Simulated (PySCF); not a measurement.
## AsH₂⁻, singlet: vertical spin and charge gaps

Geometry (PBE0/def2-TZVPD stationary point for this spin, not checked as a minimum):

```xyz
3

As    0.0000   -0.0283    0.0000
H     0.0000    1.0529   -1.0973
H     0.0000    1.0529    1.0972
```

Basis aug-cc-pVDZ; PySCF 2.14.0. Correlated methods freeze the noble-gas cores and the filled d shells of p-block atoms. R marks a restricted (for open shells ROHF) determinant. No spin–orbit coupling is included, and no scalar relativity.

Gaps are energies of the second state less the first, at fixed atoms, for a selection of the levels run; mean-field and cluster levels share one orbital occupation for each state, and full CI takes the lowest of the symmetries tried.

The highest occupied Kohn–Sham level of the anion is positive, up to +1.48 eV, so in those functionals the extra electron is held by the basis alone, which enters their differences from the reference.

Removing an electron, to the doublet: 1.076 eV at RCCSDT.

```json
{"level": "RHF", "gap (eV)": "0.317", "error (meV)": "-759"}
{"level": "RMP2", "gap (eV)": "1.056", "error (meV)": "-20"}
{"level": "RCCSD", "gap (eV)": "1.019", "error (meV)": "-57"}
{"level": "RCCSD(T)", "gap (eV)": "1.075", "error (meV)": "-1"}
{"level": "PBE", "gap (eV)": "1.245", "error (meV)": "169"}
{"level": "r2SCAN", "gap (eV)": "1.170", "error (meV)": "94"}
{"level": "PBE0", "gap (eV)": "1.187", "error (meV)": "111"}
{"level": "B3LYP", "gap (eV)": "1.292", "error (meV)": "216"}
{"level": "wB97M-V", "gap (eV)": "1.206", "error (meV)": "130"}
{"level": "B2PLYP", "gap (eV)": "1.161", "error (meV)": "85"}
```

In so small a basis the reference is far from its limit while semilocal and hybrid functionals are nearer theirs (RPA and double hybrids share part of the reference's basis error), so the functionals' errors here hold much of the reference's basis and frozen-core error, which can add to them or hide them.

Full CI isn't at hand for all of this; RCCSDT serves as the reference. It lacks quadruple excitations.
